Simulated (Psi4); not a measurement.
Process, species as SMILES: N#N (N2) + 3 [H][H] (H2) → 2 N (NH3)
B3LYP-D3(BJ)/def2-TZVP geometries, fixed; electronic energies without zero-point terms.

Energies in hartree at PBE with Psi4; the energy of full hydrogenation is their sum with the coefficients shown, times 627.509 kcal/mol a hartree. All functions are spherical. Density fitting with the program's default auxiliary sets. No added dispersion term, no relativity.

```json
[
 {"species": "N#N (N2)", "coefficient": "-1", "part": "PBE", "cc-pVDZ": "-109.41259", "cc-pVTZ": "-109.44653", "cc-pVQZ": "-109.45535"},
 {"species": "[H][H] (H2)", "coefficient": "-3", "part": "PBE", "cc-pVDZ": "-1.16000", "cc-pVTZ": "-1.16612", "cc-pVQZ": "-1.16657"},
 {"species": "N (NH3)", "coefficient": "+2", "part": "PBE", "cc-pVDZ": "-56.47632", "cc-pVTZ": "-56.50654", "cc-pVQZ": "-56.51350"}
]
```

**Question.** Predict the energy of full hydrogenation in cc-pV5Z (X = 5): let each PBE step shrink by the ratio of the last two. Compare with the run.

**Answer.** 
- N#N (N2): steps -0.03394 and -0.00882, ratio 0.260, so PBE -109.45764 (run: -109.45867).
- [H][H] (H2): steps -0.00612 and -0.00045, ratio 0.074, so PBE -1.16660 (run: -1.16671).
- N (NH3): steps -0.03022 and -0.00696, ratio 0.230, so PBE -56.51510 (run: -56.51651).
Predicted -45.66 kcal/mol; the run in cc-pV5Z gives -46.57, a miss of 0.92. Keeping the value in cc-pVQZ, -45.14, would miss by 1.43. All sums are of the energies as printed.
